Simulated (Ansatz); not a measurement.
System: solid iodine. Method: HSE06-D3(BJ) in Ansatz (plane waves, PAW).

Numerical settings: plane-wave cutoff 460 eV, 6×6×4 k mesh (along the axes of the cell as run), Fermi–Dirac smearing 0.01 eV, scalar-relativistic PAW data made under PBE.

Computed at the level's own relaxed cell.

Predict the lattice parameter c, band gap, smallest direct gap on the k points sampled, equilibrium lattice constant a and lattice parameter b.


lattice parameter c: 9.645 Å
band gap: 1.78 eV
smallest direct gap on the k points sampled: 2.11 eV
equilibrium lattice constant a: 7.142 Å
lattice parameter b: 4.512 Å

Spin–orbit coupling is not included; with these elements it can move the gap by several tenths of an eV or more.

Static lattice: no zero-point or thermal effects.

The result took around 60 core-minutes (rough).

Ansatz is a quantum-chemistry and plane-wave program.
